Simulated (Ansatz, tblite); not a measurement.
Isomers of Li₃H₃⁺ (doublet), found by a short tight-binding search and relaxed with PBE0-D4/def2-TZVP in Ansatz.

The xTB rows come from tblite. Correlated methods freeze no core orbitals; core or outer-core shells of Li are correlated, in sets that lack core-valence functions.

Other spin states weren't relaxed.

A:

Cartesian coordinates in Å:
```
Li -0.1328 -0.1136 0.4019
Li -0.2020 3.1351 -0.0560
Li -0.6097 -2.8302 2.3057
H 0.5237 -1.2115 -1.2459
H -0.1477 1.5305 0.1117
H 0.5686 -0.5104 -1.5173
```

B:

Cartesian coordinates in Å:
```
Li 1.2161 0.4525 0.2811
Li 0.6303 -0.4932 -2.3196
Li -1.2802 -0.2495 -0.2480
H 0.3527 -0.8264 -0.5674
H -0.3870 0.2008 1.5593
H -0.5319 0.9157 1.2945
```

C:

```xyz
6

Li   -1.8373   -0.3752   -1.5589
Li    0.8387   -1.2800    1.0452
Li    0.8301    1.6276    0.3703
H    -0.5983    0.3581   -0.6184
H    -0.5948   -0.6101   -0.3930
H     1.3616    0.2796    1.1548
```

**Question.** Estimate which lies lowest at each level, and how far above it the others are (kcal/mol).

**Answer.** 
```tsv
level	A	B	C
GFN1-xTB	5.0	0.0	23.2
GFN2-xTB	0.0	13.2	24.5
HF/def2-TZVPP	0.0	19.1	29.6
PBE-D4/def2-TZVP	0.0	10.3	16.2
BLYP-D4/def2-TZVP	0.0	12.8	16.3
r2SCAN-D4/def2-TZVP	0.0	11.6	16.7
PBE0-D4/def2-TZVP	0.0	12.0	18.2
BHLYP-D4/def2-TZVP	0.0	14.9	19.6
MP2/def2-TZVPP	0.0	15.3	24.0
CCSD/def2-TZVPP	0.0	14.6	22.9
CCSD(T)/def2-TZVPP	0.0	14.2	22.4
```
Point groups (tolerance 0.1 Å): A Cs, B Cs, C C2v. Lower isomers may exist.
